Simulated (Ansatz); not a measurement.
# SiCO (quintet): from Hartree-Fock to the top rungs, def2-QZVPP

An exercise on one series of results from a longer session: the logs are not shown, and one member is left open.

Program: Ansatz 0.2.0, Gaussian basis. Level of theory: def2-QZVPP, core rule «outside noble gas», up to 7 orbitals frozen. These are calculated values, not measurements.

The runs, in order: UHF; ROHF; CCSD(T) on UHF.

2 further runs of the same task are left out: 2 set aside as unsound or not needed.

**What is computed**

The geometry is a PBE0/def2-TZVP stationary point (not a proven minimum) of the parent state, kept for this charge and spin.

3 atoms, charge 0, spin multiplicity 5.

Atoms are counted from 1 here; the program's logs count them from 0.

Bond lengths: O1–C2 1.153 Å, C2–Si3 1.807 Å. Angles: O1–C2–Si3 180.0°.

Set-up of the first run:

File in.yaml:

```yaml
crystal:
  periodic: [false, false, false]
  atoms:
    - {symbol: O, position_ang: [0.000000, 0.000000, -1.370973]}
    - {symbol: C, position_ang: [0.000000, 0.000000, -0.218248]}
    - {symbol: Si, position_ang: [0.000000, 0.000000, 1.589221]}
basis:
  gaussian: {orbitals: "def2-QZVPP.json"}
magnetization: {spin_polarized: true, initial_magnetization: 4}
hamiltonian: {xc: hf}
output: {orbitals: {seedname: orbitals}}
```

Launch:

```console
$ ansatz run in.yaml --threads 1 --pin off --events-out ev --progress --plain --max-ram 2393MiB
```

Steps of the session up to this table: UHF; ROHF; CCSD(T) on UHF.

One table of the session follows, with a row left open; its other results are not shown here.

| method | from UCCSD(T) (meV) |
| --- | --- |
| ROHF | +12678.4 |
| UHF | +12504.6 |
| UMP2 | +878.5 |
| UCCSD | ? |
| UCCSD(T) | 0 |

**Question.** Estimate the row for UCCSD.

As computed: from UCCSD(T) (meV): +601.7. In the column «from UCCSD(T) (meV)» it lies between UCCSD(T) (0) and UMP2 (+878.5).
